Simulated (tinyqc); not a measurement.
Inside a calculation. Method: Hueckel theory of the pi electrons with the omega technique, for the molecule C=CC=C([CH2+])N (SMILES; centres numbered as the heavy atoms are written). One step of it, computed by the program tinyqc.

Question. Omega technique, round 2. h_r = h_r(0) + omega q_r, omega = 0.6, with q_r = z_r - P_rr.

Hueckel matrix in units of beta (H = alpha + beta A), lower triangle:
```
          1C        2C        3C        4C        5C        6N
1C  0.000000
2C  1.000000  0.000000
3C  0.000000  1.000000  0.000000
4C  0.000000  0.000000  1.000000  0.000000
5C  0.000000  0.000000  0.000000  1.000000  0.000000
6N  0.000000  0.000000  0.000000  0.800000  0.000000  1.500000
```

charge and bond-order matrix P, lower triangle:
```
           1C         2C         3C        4C         5C        6N
1C   0.751815
2C   0.787993   0.925460
3C   0.322023   0.577987   0.733350
4C  -0.207860   0.024930   0.558801  0.908403
5C  -0.403150  -0.191900   0.399543  0.737546   0.766199
6N   0.089643  -0.044653  -0.138696  0.302574  -0.205848  1.914773
```

Centres:
```
centre  z_r, pi electrons of the neutral centre         h
1C                                            1  0.000000
2C                                            1  0.000000
3C                                            1  0.000000
4C                                            1  0.000000
5C                                            1  0.000000
6N                                            2  1.500000
```

Give: matrix after round 2.

Answer.

matrix after round 2, lower triangle:
```
        1C      2C      3C      4C      5C      6N
1C  0.1489
2C  1.0000  0.0447
3C  0.0000  1.0000  0.1600
4C  0.0000  0.0000  1.0000  0.0550
5C  0.0000  0.0000  0.0000  1.0000  0.1403
6N  0.0000  0.0000  0.0000  0.8000  0.0000  1.5511
```
